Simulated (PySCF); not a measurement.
Bond stretch in Na₂, singlet. Each curve is given relative to its own lowest point near equilibrium.

```json
[
 {"R / Å": "2.50", "A": "6.3", "B": "8.5", "C": "5.5"},
 {"R / Å": "2.61", "A": "4.3", "B": "5.7", "C": "3.4"},
 {"R / Å": "2.77", "A": "2.4", "B": "2.8", "C": "1.4"},
 {"R / Å": "2.94", "A": "0.9", "B": "0.9", "C": "0.3"},
 {"R / Å": "3.04", "A": "0.3", "B": "0.3", "C": "0.0"},
 {"R / Å": "3.10", "A": "0.1", "B": "0.1", "C": "0.0"},
 {"R / Å": "3.17", "A": "0.0", "B": "0.0", "C": "0.1"},
 {"R / Å": "3.31", "A": "0.1", "B": "0.1", "C": "0.5"},
 {"R / Å": "3.39", "A": "0.3", "B": "0.4", "C": "0.9"},
 {"R / Å": "3.59", "A": "1.4", "B": "1.4", "C": "2.3"},
 {"R / Å": "3.85", "A": "3.5", "B": "3.5", "C": "4.4"},
 {"R / Å": "4.20", "A": "6.9", "B": "7.0", "C": "7.7"},
 {"R / Å": "4.61", "A": "11.1", "B": "11.5", "C": "11.5"},
 {"R / Å": "5.17", "A": "16.3", "B": "17.5", "C": "16.0"},
 {"R / Å": "5.56", "A": "19.4", "B": "21.4", "C": "18.7"},
 {"R / Å": "6.25", "A": "23.4", "B": "27.5", "C": "22.2"},
 {"R / Å": "6.84", "A": "25.6", "B": "31.8", "C": "24.3"},
 {"R / Å": "7.53", "A": "26.7", "B": "36.0", "C": "25.8"},
 {"R / Å": "8.32", "A": "26.4", "B": "39.8", "C": "26.9"},
 {"R / Å": "9.19", "A": "24.7", "B": "42.9", "C": "27.5"}
]
```

Energies in kcal/mol.

### Question
Which curve belongs to which method? The methods are RHF/cc-pVDZ (PySCF); restricted PBE/cc-pVDZ run with PySCF; MP2 on RHF/cc-pVDZ, 2 core orbitals frozen (PySCF).

### Answer
A is RMP2; B is RHF; C is RKS-PBE.

The restricted form behind RHF, RMP2, RKS-PBE keeps the bonding electrons paired and can't separate into open-shell fragments.
